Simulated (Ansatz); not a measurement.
**B3LYP/6-31G(d) (spherical functions) run of CH2F2 (difluoromethane)**

Aim: the vertical electron affinity of CH2F2 (difluoromethane) at B3LYP/6-31G* (spherical functions), from 2 runs. 

Program for the calculation: Ansatz 0.2.0.

55 further runs of the same task are left out: 55 set aside as unsound or not needed.

### 1 The molecule

CH2F2: 5 atoms, total charge 0, spin state singlet. As SMILES, `FCF`. Geometry: relaxed at PBE0-D4/def2-TZVP.

Bond lengths: F1–C2 1.351 Å, C2–F3 1.351 Å, C2–H4 1.093 Å, C2–H5 1.094 Å. Angles: F1–C2–F3 108.6°, F1–C2–H4 108.8°, F1–C2–H5 108.8°, F3–C2–H4 108.8°, F3–C2–H5 108.8°, H4–C2–H5 113.0°.

### 2 The energy at B3LYP/6-31G(d) (spherical functions)

molecule.yaml

```yaml
crystal:
  periodic: [false, false, false]
  atoms:
    - {symbol: F, position_ang: [-1.073300, 0.191200, 0.698300]}
    - {symbol: C, position_ang: [0.010100, -0.016900, -0.082300]}
    - {symbol: F, position_ang: [1.090500, -0.179200, 0.713200]}
    - {symbol: H, position_ang: [-0.142700, -0.932900, -0.659500]}
    - {symbol: H, position_ang: [0.165300, 0.864200, -0.711100]}
basis:
  gaussian:
    orbitals: 6-31G_st_-spherical.json
hamiltonian:
  xc: {name: B3LYP}
accuracy: high
output: {orbitals: {seedname: orbitals}}
```

The basis set 6-31G* is read from a file made from the Basis Set Exchange's data (not shown).

Run with:

```
$ ansatz run molecule.yaml --threads 1 --pin off --max-ram 3480MiB --events-out events.jsonl --progress --plain --runs-dir runs
```

The program printed:

```text
Warning: RAYON_NUM_THREADS=1 ignored (pool sized by the plan → 1); use --threads N
Functional definition: B3LYP
  name "B3LYP"
  parameter a0 = 0.2
  parameter ax = 0.72
  parameter ac = 0.81
  exchange = (1 - a0 - ax)*slater_x + ax*b88_x + a0*exact_x
  correlation = (1 - ac)*vwn_rpa_c + ac*lyp_c
1011 factors; integrals over basis functions are off by at most 3.4e-9 eV
mean field evaluation 1: about -6501.6181 eV, gradient 2.7e1 eV
mean field evaluation 2: about -6501.2545 eV, gradient 3.3e1 eV
mean field evaluation 4: about -6502.7144 eV, gradient 8.7e-1 eV
mean field evaluation 8: about -6502.7098 eV, gradient 2.3e-3 eV
mean field evaluation 16: about -6502.7098 eV, gradient 6.7e-8 eV
mean field -6502.70978109 eV, -238.9701767601 hartree, gradient 6.7e-8 eV, S^2 0.000000; 0 other end points of the search recorded, 0 dependent functions left out
reference -6502.70980241 eV, -238.9701775434 hartree; 13, 13 occupied and 33, 33 virtual orbitals, 1011 factors
Total energy: -6502.70980241 eV, -238.9701775434 hartree
```

It took 1.8 s on 1 thread of Arm Neoverse V1, shared host; peak memory 0.12 GiB.

### 3 The doublet anion, same level

molecule.yaml

```yaml
crystal:
  periodic: [false, false, false]
  atoms:
    - symbol: F
      position_ang: [-1.073300, 0.191200, 0.698300]
    - symbol: C
      position_ang: [0.010100, -0.016900, -0.082300]
    - symbol: F
      position_ang: [1.090500, -0.179200, 0.713200]
    - symbol: H
      position_ang: [-0.142700, -0.932900, -0.659500]
    - symbol: H
      position_ang: [0.165300, 0.864200, -0.711100]
basis:
  gaussian:
    orbitals: 6-31G_st_-spherical.json
total_charge: -1
magnetization:
  spin_polarized: true
  initial_magnetization: 1
hamiltonian:
  xc: {name: B3LYP}
accuracy: high
output: {orbitals: {seedname: orbitals}}
```

The basis set 6-31G* is read from a file made from the Basis Set Exchange's data (not shown).

Run with:

```
$ ansatz run molecule.yaml --threads 1 --pin off --max-ram 3480MiB --events-out events.jsonl --progress --plain --runs-dir runs
```

The program printed, shortened:

```text
Warning: RAYON_NUM_THREADS=1 ignored (pool sized by the plan → 1); use --threads N
[... 7 set-up lines as earlier in the session ...]
1011 factors; integrals over basis functions are off by at most 3.4e-9 eV
mean field evaluation 1: about -6494.8685 eV, gradient 2.4e1 eV
mean field evaluation 2: about -6494.6398 eV, gradient 2.8e1 eV
mean field evaluation 4: about -6497.0245 eV, gradient 1.0e0 eV
mean field evaluation 8: about -6497.2530 eV, gradient 2.2e-2 eV
mean field evaluation 16: about -6497.2530 eV, gradient 9.0e-5 eV
mean field -6497.25304587 eV, -238.7696454396 hartree, gradient 9.3e-8 eV, S^2 0.752695; 2 other end points of the search recorded, 0 dependent functions left out
reference -6497.25307285 eV, -238.7696464311 hartree; 14, 13 occupied and 32, 33 virtual orbitals, 1011 factors
Total energy: -6497.25307285 eV, -238.7696464311 hartree
```

It took 6 s on 1 thread of Arm Neoverse V1, shared host; peak memory 0.17 GiB.

### 4 Outcome

Level: B3LYP/6-31G* (spherical functions).

```
                                         quantity          value
                      singlet CH2F2: total energy  -238.97018 Eh
                       singlet CH2F2: HOMO energy       -9.15 eV
                       singlet CH2F2: LUMO energy        2.95 eV
                     singlet CH2F2: HOMO–LUMO gap       12.09 eV
                      doublet anion: total energy  -238.76965 Eh
doublet anion: HOMO energy (highest over α and β)        8.09 eV
 doublet anion: LUMO energy (lowest over α and β)       10.88 eV
                              doublet anion: ⟨S²⟩          0.753
vertical electron affinity (to the doublet anion)      -5.457 eV
```

What this shows: The anion lies 5.46 eV (526 kJ/mol) above the neutral: the electron isn't bound at this level, and such a value depends on the basis. Without diffuse functions anions come out too high. The HOMO (doublet anion) lies at positive energy, 8.09 eV; only total energies tell whether the electron is bound.
